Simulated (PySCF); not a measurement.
Gas-phase reaction: CH₃CHF₂ ⇌ CHF₂ + CH₃

Energies from PySCF, thermal terms from the rigid-rotor harmonic-oscillator model, ideal gas at 1 bar. † marks an energy on the PBE0/def2-TZVP geometry and frequencies. CCSD(T) freezes the core. Open shells (unrestricted): CHF₂ (multiplicity 2), CH₃ (multiplicity 2); the rest are closed-shell singlets. CHF₂: computed as isolated molecules; such fragments, hydroxides, amides, oligomers or adducts are transient or little studied in the gas. CCSD(T) isn't extrapolated to the basis-set limit.

BLYP/def2-TZVP† gives ΔH°(298 K) = 364 kJ.

**Question.** What do CCSD(T)/def2-SVP†, PBE0/def2-QZVP†, CCSD(T)/def2-TZVPP† give?

**Answer.** CCSD(T)/def2-SVP†: 398 kJ; PBE0/def2-QZVP†: 388 kJ; CCSD(T)/def2-TZVPP†: 399 kJ. For scale, ΔH°(298 K) is 364 kJ at this level, 409 kJ at ωB97M-V/def2-TZVP†, and runs from 281 to 513 kJ over the 20 levels computed.
